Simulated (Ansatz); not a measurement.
Molecular dynamics of ClH₄NSi

The input (input.yaml):

```yaml
crystal:
  periodic: [false, false, false]
  atoms:
    - { symbol: Si, position_ang: [0.213202, 0.062444, -0.531675] }
    - { symbol: Cl, position_ang: [1.211436, -0.091599, 1.955517] }
    - { symbol: H, position_ang: [1.558617, 0.076868, 0.425122] }
    - { symbol: "N", position_ang: [-0.808429, 1.411727, -0.702718] }
    - { symbol: H, position_ang: [-1.809548, 1.397299, -0.539335] }
    - { symbol: H, position_ang: [-0.45006, 2.350996, -0.833429] }
    - { symbol: H, position_ang: [-0.746918, -1.078235, -0.360782] }
basis:
  gaussian: { orbitals: def2-SVP }
hamiltonian:
  xc: pbe0
  dispersion: d4
md:
  timestep: 0.5
  n_steps: 200
  ensemble: nve
  temperature: 100.0
  initial_velocities: maxwell_boltzmann
  seed: 8802
```

Command:

```bash
$ ansatz run input.yaml --threads 1 --pin off --max-ram 2048MiB --backend cpu --events-out ev --progress --plain --runs-dir out
```

It starts at the highest image of a converged band, a first-order saddle point between two minima.

Output, in part (one step line in 7, the closing report, with atoms numbered from 0):

```
md step     0: t =     0.00 fs  T =   100.0 K  F+E_penalty+E_count = -21938.01130640 eV  E_kin = 0.064630 eV  conserved = -21937.94667641 eV  (26 SCF iters)
md step     7: t =     3.50 fs  T =    63.4 K  F+E_penalty+E_count = -21937.98756511 eV  E_kin = 0.041002 eV  conserved = -21937.94656333 eV  (25 SCF iters)
md step    14: t =     7.00 fs  T =    25.5 K  F+E_penalty+E_count = -21937.96295143 eV  E_kin = 0.016476 eV  conserved = -21937.94647494 eV  (24 SCF iters)
md step    21: t =    10.50 fs  T =    35.5 K  F+E_penalty+E_count = -21937.96946335 eV  E_kin = 0.022969 eV  conserved = -21937.94649411 eV  (26 SCF iters)
md step    28: t =    14.00 fs  T =    79.3 K  F+E_penalty+E_count = -21937.99783649 eV  E_kin = 0.051226 eV  conserved = -21937.94661028 eV  (24 SCF iters)
md step    35: t =    17.50 fs  T =    95.2 K  F+E_penalty+E_count = -21938.00818756 eV  E_kin = 0.061525 eV  conserved = -21937.94666212 eV  (24 SCF iters)
md step    42: t =    21.00 fs  T =    75.8 K  F+E_penalty+E_count = -21937.99546776 eV  E_kin = 0.048972 eV  conserved = -21937.94649572 eV  (24 SCF iters)
md step    49: t =    24.50 fs  T =   102.2 K  F+E_penalty+E_count = -21938.01263037 eV  E_kin = 0.066059 eV  conserved = -21937.94657132 eV  (24 SCF iters)
md step    56: t =    28.00 fs  T =   115.8 K  F+E_penalty+E_count = -21938.02130608 eV  E_kin = 0.074817 eV  conserved = -21937.94648939 eV  (24 SCF iters)
md step    63: t =    31.50 fs  T =   193.5 K  F+E_penalty+E_count = -21938.07172393 eV  E_kin = 0.125059 eV  conserved = -21937.94666448 eV  (24 SCF iters)
md step    70: t =    35.00 fs  T =   219.2 K  F+E_penalty+E_count = -21938.08835185 eV  E_kin = 0.141676 eV  conserved = -21937.94667609 eV  (24 SCF iters)
md step    77: t =    38.50 fs  T =   204.8 K  F+E_penalty+E_count = -21938.07889397 eV  E_kin = 0.132388 eV  conserved = -21937.94650592 eV  (23 SCF iters)
md step    84: t =    42.00 fs  T =   226.8 K  F+E_penalty+E_count = -21938.09316343 eV  E_kin = 0.146577 eV  conserved = -21937.94658658 eV  (23 SCF iters)
md step    91: t =    45.50 fs  T =   234.0 K  F+E_penalty+E_count = -21938.09774377 eV  E_kin = 0.151230 eV  conserved = -21937.94651372 eV  (27 SCF iters)
md step    98: t =    49.00 fs  T =   294.6 K  F+E_penalty+E_count = -21938.13719108 eV  E_kin = 0.190407 eV  conserved = -21937.94678400 eV  (24 SCF iters)
md step   105: t =    52.50 fs  T =   295.0 K  F+E_penalty+E_count = -21938.13723711 eV  E_kin = 0.190670 eV  conserved = -21937.94656674 eV  (24 SCF iters)
md step   112: t =    56.00 fs  T =   290.3 K  F+E_penalty+E_count = -21938.13422978 eV  E_kin = 0.187653 eV  conserved = -21937.94657661 eV  (24 SCF iters)
md step   119: t =    59.50 fs  T =   268.0 K  F+E_penalty+E_count = -21938.11976928 eV  E_kin = 0.173236 eV  conserved = -21937.94653339 eV  (24 SCF iters)
md step   126: t =    63.00 fs  T =   286.1 K  F+E_penalty+E_count = -21938.13145705 eV  E_kin = 0.184878 eV  conserved = -21937.94657949 eV  (24 SCF iters)
md step   133: t =    66.50 fs  T =   338.8 K  F+E_penalty+E_count = -21938.16584305 eV  E_kin = 0.218976 eV  conserved = -21937.94686749 eV  (23 SCF iters)
md step   140: t =    70.00 fs  T =   300.8 K  F+E_penalty+E_count = -21938.14078927 eV  E_kin = 0.194393 eV  conserved = -21937.94639624 eV  (22 SCF iters)
md step   147: t =    73.50 fs  T =   334.3 K  F+E_penalty+E_count = -21938.16285445 eV  E_kin = 0.216029 eV  conserved = -21937.94682556 eV  (24 SCF iters)
md step   154: t =    77.00 fs  T =   292.0 K  F+E_penalty+E_count = -21938.13529112 eV  E_kin = 0.188727 eV  conserved = -21937.94656393 eV  (23 SCF iters)
md step   161: t =    80.50 fs  T =   292.8 K  F+E_penalty+E_count = -21938.13579599 eV  E_kin = 0.189236 eV  conserved = -21937.94656001 eV  (24 SCF iters)
md step   168: t =    84.00 fs  T =   336.3 K  F+E_penalty+E_count = -21938.16415189 eV  E_kin = 0.217356 eV  conserved = -21937.94679614 eV  (24 SCF iters)
md step   175: t =    87.50 fs  T =   307.1 K  F+E_penalty+E_count = -21938.14483045 eV  E_kin = 0.198463 eV  conserved = -21937.94636788 eV  (23 SCF iters)
md step   182: t =    91.00 fs  T =   308.8 K  F+E_penalty+E_count = -21938.14628451 eV  E_kin = 0.199583 eV  conserved = -21937.94670101 eV  (23 SCF iters)
md step   189: t =    94.50 fs  T =   282.7 K  F+E_penalty+E_count = -21938.12931954 eV  E_kin = 0.182708 eV  conserved = -21937.94661199 eV  (24 SCF iters)
md step   196: t =    98.00 fs  T =   280.3 K  F+E_penalty+E_count = -21938.12768100 eV  E_kin = 0.181180 eV  conserved = -21937.94650077 eV  (23 SCF iters)
md step   200: t =   100.00 fs  T =   292.8 K  F+E_penalty+E_count = -21938.13586556 eV  E_kin = 0.189216 eV  conserved = -21937.94664917 eV  (26 SCF iters)
Total energy: -21938.13589042 eV, -806.2116237703 hartree
Atom 0 at     0.041746     0.068086    -1.007104 Å, force     0.310006    -0.301398     0.075393 eV/Å
Atom 1 at     1.380150    -0.122609     2.343955 Å, force    -0.496851    -0.021806     0.664980 eV/Å
Atom 2 at     2.092571    -0.099727     1.300282 Å, force     0.468422     0.014098    -0.745303 eV/Å
Atom 3 at    -0.898310     1.475807    -0.772491 Å, force     0.200592     0.042426    -0.027719 eV/Å
Atom 4 at    -1.871004     1.442305    -0.504555 Å, force    -0.247243     0.309395     0.072691 eV/Å
Atom 5 at    -0.498139     2.415998    -0.824459 Å, force    -0.292396    -0.350120     0.013933 eV/Å
Atom 6 at    -1.078695    -0.968691    -0.724536 Å, force     0.057471     0.307404    -0.053976 eV/Å
Dipole moment:    -0.164173     0.378206    -0.084130 e Å
```

The run went to its last step. The conserved energy stayed within 0.044 meV per atom of its start (net change 0.0039 meV per atom), so the integration is sound. The kinetic energy rose, since the run started high on the potential surface and went downhill. It ends in pieces (ClH + H3NSi), so much of that is their flight and rotation, not heat. A run of 0.1 ps of so small a system gives no equilibrium averages. The orbitals stay closed-shell, which can raise the energy where a bond breaks towards radicals; this wasn't checked here.

Between its relaxed ends the band would form Cl2–H3 and break Si1–Cl2, Si1–H3. These pairs go: Cl2–H3 1.58 → 1.26 Å, Si1–Cl2 2.68 → 3.61 Å, Si1–H3 1.65 → 3.09 Å. In the last frame they stand as after the step (other bonds may differ from the relaxed reactants and products). It ends as ClH + H3NSi. Pairs count as bonded within 1.25 times the sum of covalent radii (0.12 Å more for H–H).

Last frame:

```xyz
7
Properties=species:S:1:pos:R:3
Si 0.042 0.068 -1.007
Cl 1.380 -0.123 2.344
H 2.093 -0.100 1.300
N -0.898 1.476 -0.772
H -1.871 1.442 -0.505
H -0.498 2.416 -0.825
H -1.079 -0.969 -0.725
```

Run time: 3.5 min on 1 thread of Intel(R) Xeon(R) 6975P-C (Granite Rapids) (shared host), peak memory 0.14 GiB.
